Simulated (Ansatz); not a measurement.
# AlO+ (triplet): wave-function methods side by side at distance Al1–O2 = 1.389 Å, cc-pVDZ

Aim: climb from Hartree-Fock through coupled cluster and multireference methods for AlO+ (triplet) at one geometry and basis, and see what each rung misses.

Computed with Ansatz 0.2.0, Gaussian basis. Level: cc-pVDZ, core rule «outside noble gas», up to 6 orbitals frozen.

To be run: UHF; CCSD(T) on ROHF; CCSD(T) on UHF; BCCD(T) on ROHF; CISD as a restricted active space (open shells left free, so some higher excitations enter); CCSDT(Q) on ROHF; CCSDT(Q) on UHF; CCSDTQ on ROHF; CCSDTQ on UHF; CASSCF and MRCISD+Q, 4 electrons in 4 orbitals; CASSCF and NEVPT2, 4 electrons in 4 orbitals; Full CI.

12 further runs of the same task are left out: 12 for a known fault of the program. Runs told in other sessions of the task aren't counted.

**1. What is computed**

The geometry derives from a PBE0/def2-TZVP stationary point (not a proven minimum). One bond is set to the value named and the two fragments are kept rigid.

2 atoms, charge 1, spin multiplicity 3.

Atoms are counted from 1 here; the program's logs count them from 0.

Bond lengths: Al1–O2 1.389 Å.

**2. UHF**

The input, in.yaml:

```yaml
crystal:
  periodic: [false, false, false]
  atoms:
    - {symbol: Al, position_ang: [0.000000, 0.000000, 0.000000]}
    - {symbol: O, position_ang: [0.000000, 0.000000, 1.389000]}
basis:
  gaussian: {orbitals: cc-pVDZ}
total_charge: 1
magnetization: {spin_polarized: true, initial_magnetization: 2}
hamiltonian: {xc: hf}
output: {orbitals: {seedname: orbitals}}
```

On the command line:

```
$ ansatz run in.yaml --threads 1 --pin off --events-out ev --progress --plain --max-ram 4096MiB --backend cpu
```

After this run come: CCSD(T) on ROHF; CCSD(T) on UHF; BCCD(T) on ROHF; CISD as a restricted active space (open shells left free, so some higher excitations enter); CCSDT(Q) on ROHF; CCSDT(Q) on UHF; CCSDTQ on ROHF; CCSDTQ on UHF; CASSCF and MRCISD+Q, 4 electrons in 4 orbitals; CASSCF and NEVPT2, 4 electrons in 4 orbitals; Full CI.

Q: Predict the results of all the runs planned. Wanted: FCI from the RHF energy; RMP2 from FCI; UMP2 from FCI; RCCSD from FCI; RCCSD(T) from FCI; UCCSD(T) from FCI; RCCSDT(Q) from FCI; UCCSDT(Q) from FCI; NEVPT2 pair from FCI.

**Answer**, as computed:

| quantity | value |
| --- | --- |
| FCI from the ROHF energy | -4.7764 eV |
| RMP2 from FCI | +487.4 meV |
| UMP2 from FCI | +487.0 meV |
| RCCSD from FCI | +111.1 meV |
| RCCSD(T) from FCI | +21.4 meV |
| UCCSD(T) from FCI | +20.1 meV |
| RCCSDT(Q) from FCI | +0.4 meV |
| UCCSDT(Q) from FCI | -2.5 meV |
| NEVPT2 pair from FCI | +479.1 meV |
| MRCISD+Q pair from FCI | +29.4 meV |
| levels within 1 kcal/mol (43 meV) | RCCSD(T), UCCSD(T), BCCD(T), RCCSDT, UCCSDT, RCCSDT(Q), UCCSDT(Q), RCCSDTQ, UCCSDTQ, MRCISD+Q pair |
| T1 diagnostic | 0.024 |
| effectively unpaired electrons | 2.02 |

**Reading.** RCCSD(T) lands +21.4 meV from the yardstick (0.4 % of the correlation energy). UCCSDT(Q) falls below full CI: unrestricted runs freeze a spin-polarised core, another one than full CI's, and coupled cluster isn't variational. One determinant dominates. Of the multireference levels listed MRCISD+Q pair comes nearest in total energy (+29.4 meV), which doesn't show that its space is the better one. These misses are within one basis, not against nature; the frozen cores of restricted and unrestricted runs differ, which can shift their rows.

Levels on UHF freeze UHF's core orbitals, full CI those of ROHF, so the U rows can settle a little off it for that reason alone.

With open shells the CI space here admits some higher excitations, so it is larger than plain CISD.
